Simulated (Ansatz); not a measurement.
## Enthalpy of formation of some intermetallic compounds

Method: PBEsol (PAW; Ansatz, a first-principles code). References are measured values at room or unstated temperature, uncorrected unless marked, so that the deviations hold thermal and zero-point effects besides the level's error. The table is a random draw of 8 from 17 solids with such references.

Values in eV/atom.

```csv
solid,reference,PBEsol,deviation (eV/atom)
L1₂ (Cu3Au-type) Al3Sc,-0.451,-0.473,-0.022
CsCl-type CuZn,-0.124,-0.103,+0.021
CsCl-type RuAl,-0.644,-0.628,+0.016
CsCl-type FeAl,-0.260,-0.335,-0.075
"ZrAl3 (I4/mmm, No. 139)",-0.502,-0.503,-0.001
"TiAl3 (I4/mmm, No. 139)",-0.379,-0.405,-0.026
L1₀ (CuAu-type) TiAl,-0.38,-0.411,-0.031
L1₀ (CuAu-type) CuAu,-0.093,-0.055,+0.038
```

Over these 8 solids the mean deviation is -0.010 eV/atom, the mean absolute deviation 0.029 eV/atom (median 0.024 eV/atom), and the worst case CsCl-type FeAl at -0.075 eV/atom; the value is below the reference in 5 of 8 cases. Over all 17, from unrounded values, the mean deviation is -0.003 eV/atom and the mean absolute deviation 0.037 eV/atom (median 0.030 eV/atom). Caveats on values not shown: symmetry holds this phase in the static calculation, where it need not be a minimum (2); the magnetic order was assumed, not searched for or taken from measurement (1).

Spin–orbit coupling is left out, also for the solids with elements from indium on (L1₀ (CuAu-type) CuAu); its size isn't shown.

Formation is from the elements' reference phases, gases as molecules.

Differences are worked out from the printed values.

The solid named is at each level's own relaxed cell; a reference phase can be a single point on another level's cell. Ansatz's density-functional and Hartree–Fock values are scalar-relativistic unless marked +SOC, with PAW data made under PBE.

Run without spin polarisation: ZrAl3, TiAl3.

Not in this set, of the intermetallic compounds with a reference value in our tables and a result at some level: 108 for no value at PBEsol (not run, a failed fit, an unstable or unbound cell, or a value held back for tests); 29 for a reference of another kind, counted apart; 7 for a run that ended without the magnetic order (PBEsol). These can be a level's best or worst cases. At least 19 more with a reference value are held back for tests. Solids without a released value at any level aren't counted. Sums of energies from LAMMPS, tight-binding programs and other DFT programs aren't taken. Layered and molecular crystals are counted apart.

References as tabulated in Wang et al. (2021), doi:10.1038/s41598-021-94550-5; Nepal et al. (2020), arXiv:2007.11150; Zope and Mishin (2003), arXiv:cond-mat/0306298; Nepal et al. (2019), arXiv:1905.09348.
